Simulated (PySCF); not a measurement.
Compound: trans-1,2-difluoroethene, C₂H₂F₂.
SMILES: `F/C=C/F`

The closed-shell ground state was solved at several levels (PySCF, density fitting, gas phase, non-relativistic). Isolated species at its PBE0-D3(BJ)/def2-TZVP geometry, gas phase. The dipole stays under 0.02 D at every level.

```tsv
level	basis functions	HOMO (eV)	LUMO (eV)	gap (eV)
wB97X-D/pcSseg-2	172	-9.49	2.05	11.54
B3LYP/pcJ-2	252	-7.41	-0.12	7.29
B97-2/pcJ-2	252	-7.34	0.13	7.47
KT3/pcSseg-2	172	-6.32	-0.78	5.54
PBE0/pcSseg-2	172	-7.61	0.18	7.79
B97-2/pcSseg-2	172	-7.34	0.13	7.47
```

Question: What might PBE0/pcJ-2 (252 basis functions) give for the same quantities?

Answer: HOMO -7.61 eV, LUMO 0.18 eV, gap 7.79 eV.

Question: Over all these levels, which gives the widest orbital gap and which the narrowest?

Answer: wB97X-D/pcSseg-2 (range-separated hybrid) has the widest, 11.54 eV, and KT3/pcSseg-2 (GGA) the narrowest, 5.54 eV. The two share the basis. From the narrowest to the widest the HOMO moves by -3.17 eV and the LUMO by +2.83 eV.

Question: In the pcSseg-2 basis, how does the gap go with the fixed share of exact exchange?

Answer: KT3 (0 %) 5.54 eV; B97-2 (21 %) 7.47 eV; PBE0 (25 %) 7.79 eV. Each rise in the share widens the gap here.
